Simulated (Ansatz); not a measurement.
# Other spins and charges of H3Ge–CH, triplet at one geometry

Geometry (PBE0/def2-TZVP stationary point for this spin, not checked as a minimum):

```yaml
atoms:
  - { symbol: Ge, position_ang: [0.0000, 0.0107, 0.2714] }
  - { symbol: C, position_ang: [0.0000, -0.1101, -1.6244] }
  - { symbol: H, position_ang: [0.0000, 1.4904, 0.7010] }
  - { symbol: H, position_ang: [1.2516, -0.6845, 0.8323] }
  - { symbol: H, position_ang: [-1.2516, -0.6845, 0.8323] }
  - { symbol: H, position_ang: [0.0000, 0.4197, -2.5678] }
```

Basis cc-pVDZ; Ansatz 0.2.0. Only valence electrons are correlated (noble-gas cores and the filled d shells of p-block atoms frozen). Prefix R: restricted or restricted open-shell reference; prefix U: unrestricted. No spin–orbit coupling is included, and no scalar relativity.

Gaps are energies of the second state less the first, at fixed atoms, for a selection of the levels run; each method lands on the state that its own search finds for that charge and spin.

Removing an electron, to the doublet: 9.290 eV at UCCSDT(Q).

| level | gap (eV) | error (meV) |
| --- | --- | --- |
| UHF | 9.063 | -227 |
| UMP2 | 9.454 | 164 |
| UCCSD | 9.337 | 47 |
| UCCSD(T) | 9.310 | 20 |
| BCCD(T) | 9.311 | 21 |
| UCCSDT | 9.294 | 4 |
| PBE | 9.168 | -122 |
| r2SCAN | 9.446 | 156 |
| PBE0 | 9.422 | 132 |
| B3LYP | 9.274 | -16 |
| wB97X-V | 9.347 | 57 |
| wB97M-V | 9.313 | 23 |
| B2PLYP | 9.270 | -20 |
| RPA-PBE | 9.246 | -44 |

In so small a basis the reference is far from its limit while semilocal and hybrid functionals are nearer theirs (RPA and double hybrids share much of the reference's basis error), so the functionals' errors here hold much of the reference's basis and frozen-core error, which can add to them or hide them.

Full CI isn't at hand for all of this; UCCSDT(Q) serves as the reference, and is uncertain by about the last step of the cluster series. The frozen core follows each run's orbitals, which can shift R against U totals by a few meV for light atoms and by up to 0.1 eV past Ca.
